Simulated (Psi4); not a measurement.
**CH2AlN (SMILES N#[C][AlH2]): MP2/def2-QZVPPD (density fitting, density fitting for correlation, sweep point 7)**

Aim: the vertical electron affinity of CH2AlN at MP2/def2-QZVPPD (density fitting, density fitting for correlation, sweep point 7), from 2 runs. 

The results are computed with Psi4 1.11.

## 1. The molecule

CH2AlN has 5 atoms, charge 0, and is taken as a singlet. SMILES: `N#[C][AlH2]`. The coordinates come from a PBE0-D4/def2-TZVP relaxation.

Bond lengths: N1–C2 1.154 Å, C2–Al3 1.938 Å, Al3–H4 1.573 Å, Al3–H5 1.572 Å. Angles: N1–C2–Al3 180.0°, C2–Al3–H4 117.0°, C2–Al3–H5 117.0°, H4–Al3–H5 126.1°.

## 2. A single-point energy at MP2/def2-QZVPPD (density fitting, density fitting for correlation, sweep point 7)

The input, input.in:

```
memory 1600 MB

molecule {
  N      2.61216842    -2.54357136     2.63465616
  C      1.34964240    -1.31902883     1.34510706
  Al    -0.76949648     0.73699319    -0.82127497
  H     -3.07968667    -0.61019257    -2.11687120
  H     -0.01833034     3.59652676    -1.11985170
  units bohr
  symmetry c1
}

set {
  puream          true
  scf_type        df
  num_frozen_docc 7
}

energy("mp2/def2-QZVPPD")
```

Started as:

```bash
psi4 -n 1 input.in input.out
```

input.out:

```text
[...]
  Running in c1 symmetry.
[...]
  Nuclear repulsion =   69.014155664648129
[...]
  Multiplicity = 1
[...]
  Nalpha       = 14
  Nbeta        = 14
[...]
    Number of basis functions: 268
[...]
   @DF-RHF iter   1:  -335.39589070157535   -1.26844e+00   1.21917e-03 ADIIS/DIIS
[...]
   @DF-RHF iter  11:  -335.44882812771414   -2.23565e-10   5.28357e-09 DIIS
[...]
    Orbital Energies [Eh]
    ---------------------
    Doubly Occupied:
       1A    -58.519620     2A    -15.579577     3A    -11.242785
       4A     -4.933050     5A     -3.248662     6A     -3.246447
       7A     -3.245501     8A     -1.215165     9A     -0.699083
      10A     -0.573211    11A     -0.514149    12A     -0.489036
      13A     -0.476526    14A     -0.455407
[...]
  @DF-RHF Final Energy:  -335.44882812771414
   => Energetics <=
    Nuclear Repulsion Energy =             69.0141556646481291
    One-Electron Energy =                -600.0495364412477102
    Two-Electron Energy =                 195.5865526488854300
    Total Energy =                       -335.4488281277141368
[...]
 Multipole Moments:
 ------------------------------------------------------------------------------------
     Multipole            Electronic (a.u.)      Nuclear  (a.u.)        Total (a.u.)
 ------------------------------------------------------------------------------------
 L = 1.  Multiply by 2.5417464519 to convert [e a0] to [Debye]
 Dipole X            :          0.5949050           -1.4258200           -0.8309150
 Dipole Y            :         -0.5770237            1.3831863            0.8061626
 Dipole Z            :          0.6087070           -1.4576532           -0.8489462
 Magnitude           :                                                    1.4356279
[...]
```

Run time: 6.9 s. Hardware: 1 thread of Intel Xeon Platinum 8259CL at 2.50GHz (Skylake/Cascade Lake), shared host; peak memory 0.59 GiB.

## 3. The doublet anion, same level

The input, calc.in:

```
memory 1600 mb

molecule {
  -1 2
  N      2.61216842    -2.54357136     2.63465616
  C      1.34964240    -1.31902883     1.34510706
  Al    -0.76949648     0.73699319    -0.82127497
  H     -3.07968667    -0.61019257    -2.11687120
  H     -0.01833034     3.59652676    -1.11985170
  units au
  symmetry c1
}

set basis def2-QZVPPD
set reference uhf
set puream true
set scf_type df
set num_frozen_docc 7
set maxiter 150

result, w = energy("mp2", return_wfn=True)
print_variables()
```

Started as:

```bash
psi4 calc.in calc.out -n 1
```

calc.out:

```text
[...]
  Running in c1 symmetry.
[...]
  Nuclear repulsion =   69.014155664648129
[...]
  Multiplicity = 2
[...]
  Nalpha       = 15
  Nbeta        = 14
[...]
    Number of basis functions: 268
[...]
   @DF-UHF iter   1:  -335.30165461734157   -1.17420e+00   1.74977e-03 DIIS/ADIIS
[...]
   @DF-UHF iter  20:  -335.45889976570868   -2.92744e-11   3.19064e-09 DIIS
[...]
   @S^2 Observed:                7.930190772E-01
[...]
    Orbital Energies [Eh]
    ---------------------
    Alpha Occupied:
       1A    -58.276991     2A    -15.389101     3A    -11.061442
       4A     -4.693040     5A     -3.013154     6A     -3.006854
       7A     -3.005950     8A     -1.041017     9A     -0.504165
      10A     -0.394346    11A     -0.318922    12A     -0.311571
      13A     -0.306855    14A     -0.250203    15A     -0.025000
    Alpha Virtual:
      16A      0.132956    17A      0.183770    18A      0.193690
      19A      0.202636    20A      0.202922    21A      0.206492
      22A      0.208096    23A      0.216596    24A      0.242330
      25A      0.255354    26A      0.266004    27A      0.304184
[...]
  @DF-UHF Final Energy:  -335.45889976570868
   => Energetics <=
    Nuclear Repulsion Energy =             69.0141556646481291
    One-Electron Energy =                -605.8697837615218305
    Two-Electron Energy =                 201.3967283311650363
    Total Energy =                       -335.4588997657086793
  UHF NO Occupations:
  HONO-2 :   13  A 1.9946296
  HONO-1 :   14  A 1.9891443
[...]
 Multipole Moments:
 ------------------------------------------------------------------------------------
     Multipole            Electronic (a.u.)      Nuclear  (a.u.)        Total (a.u.)
 ------------------------------------------------------------------------------------
 L = 1.  Multiply by 2.5417464519 to convert [e a0] to [Debye]
 Dipole X            :          1.6230040           -1.4258200            0.1971840
 Dipole Y            :         -1.5742275            1.3831863           -0.1910412
 Dipole Z            :          1.6585626           -1.4576532            0.2009094
 Magnitude           :                                                    0.3402100
[...]
```

It took 12 s on 1 thread of Intel Xeon Platinum 8259CL at 2.50GHz (Skylake/Cascade Lake), shared host; peak memory 0.59 GiB.

## 4. Summary of results

Level: MP2/def2-QZVPPD (density fitting, density fitting for correlation, sweep point 7), 7 core orbitals frozen.

```
                                                                 quantity          value
                                             singlet CH2AlN: total energy  -335.88861 Eh
                      singlet CH2AlN: HOMO energy (Hartree–Fock orbitals)      -12.39 eV
                      singlet CH2AlN: LUMO energy (Hartree–Fock orbitals)        0.08 eV
                    singlet CH2AlN: HOMO–LUMO gap (Hartree–Fock orbitals)       12.47 eV
              singlet CH2AlN: correlation energy (7 core orbitals frozen)     -439.8 mEh
                                              doublet anion: total energy  -335.91058 Eh
doublet anion: HOMO energy (Hartree–Fock orbitals) (highest over α and β)       -0.68 eV
 doublet anion: LUMO energy (Hartree–Fock orbitals) (lowest over α and β)        3.62 eV
               doublet anion: correlation energy (7 core orbitals frozen)     -451.7 mEh
                         doublet anion: ⟨S²⟩ of the reference determinant          0.793
                        vertical electron affinity (to the doublet anion)       0.598 eV
```

At fixed nuclei the extra electron is bound by 0.60 eV (57.7 kJ/mol).
